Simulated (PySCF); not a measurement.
**Working out the electron affinity of C**

C⁻ [He] 2s2 2p3 (4S) → C [He] 2s2 2p2 (3P). Calculation: PySCF 2.14, in def2-QZVPPD (8s4p4d2f1g, 63 functions); the non-relativistic Hamiltonian (point nucleus). Frozen: nothing. Energies in hartree (1 hartree = 27.21139 eV):

```tsv
part	C⁻ (lower)	C (upper)
UHF	-37.708326	-37.693649
CCSD correlation	-0.136543	-0.111834
(T)	-0.004860	-0.002576
```

Problem. What does Hartree-Fock give?

Solution. (-37.693649) − (-37.708326) = 0.014677 hartree = 0.399 eV.

Problem. What do CCSD and CCSD(T) give?

Solution. The CCSD correlation energies differ by 0.024709 hartree = 0.672 eV and the triples by 0.002284 hartree = 0.062 eV, so CCSD gives 1.071 eV and CCSD(T) 1.133 eV.

A first-order spin-orbit estimate adds -0.004 eV to CCSD(T) (valence and next inner shell), giving 1.129 eV against 1.262 eV (measured; photodetachment measurements, as compiled on the Wikipedia data page of electron affinities).

What remains against the reference includes basis incompleteness and higher excitations.
